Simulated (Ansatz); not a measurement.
# AlHO₂: basis-set convergence

An exercise on one series of results from a longer session: the logs are not shown, and one member is left open.

Method: one geometry, several basis sets; program: Ansatz 0.2.0, Gaussian basis.

The runs, in order: PBE0-D4/def2-SVP; ωB97M-V/def2-SVP; PBE0-D4/def2-QZVPP; ωB97M-V/def2-QZVPP; CCSD(T)/cc-pV(D+d)Z; CCSD(T)/cc-pV(T+d)Z; CCSD(T)/cc-pV(Q+d)Z; the functionals' def2-TZVPP values are taken from earlier runs.

## The relaxed structure

An earlier PBE0-D4 in a triple-zeta def2 set relaxation fixed the geometry.

SMILES `[O]=[Al][OH]`, 4 atoms, charge 0, spin multiplicity 1.

Atoms are counted from 1 here; the program's logs count them from 0.

Bond lengths: O1–Al2 1.595 Å, Al2–O3 1.666 Å, O3–H4 0.954 Å. Angles: O1–Al2–O3 177.4°, Al2–O3–H4 132.2°.

Set-up of the first run:

The input, in.yaml:

```yaml
crystal:
  periodic: [false, false, false]
  atoms:
    - {symbol: O, position_ang: [-1.634135, -1.286561, -0.719198]}
    - {symbol: Al, position_ang: [-0.415858, -0.428866, -0.149207]}
    - {symbol: O, position_ang: [0.880153, 0.405964, 0.483021]}
    - {symbol: H, position_ang: [1.169839, 1.309462, 0.385384]}
basis:
  gaussian: {orbitals: def2-SVP}
hamiltonian: {xc: pbe0, dispersion: d4}
output: {orbitals: {seedname: orbitals}}
```

Run with:

```
> ansatz run in.yaml --threads 4 --pin off --events-out ev --progress --plain --max-ram 10444MiB
```

Steps of the session up to this table: PBE0-D4 in def2-SVP; ωB97M-V in def2-SVP; PBE0-D4 in def2-QZVPP; ωB97M-V in def2-QZVPP.

One of the session's tables, all rows but one given; the rest of the session is left out.

It belongs to the step «Density functionals: the series». 

| functional | basis | HOMO (eV) | LUMO (eV) |
| --- | --- | --- | --- |
| PBE0-D4 | def2-SVP | -7.26 | -2.05 |
| PBE0-D4 | def2-TZVPP | -7.51 | -2.29 |
| PBE0-D4 | def2-QZVPP | -7.57 | -2.38 |
| ωB97M-V | def2-SVP | ? | ? |
| ωB97M-V | def2-TZVPP | -9.91 | -0.52 |
| ωB97M-V | def2-QZVPP | -9.98 | -0.73 |

Q: Estimate the row for ωB97M-V, def2-SVP from the others.

**Answer.** HOMO (eV): -9.58; LUMO (eV): -0.24. In the column «HOMO (eV)» it lies between ωB97M-V, def2-TZVPP (-9.91) and PBE0-D4, def2-QZVPP (-7.57).
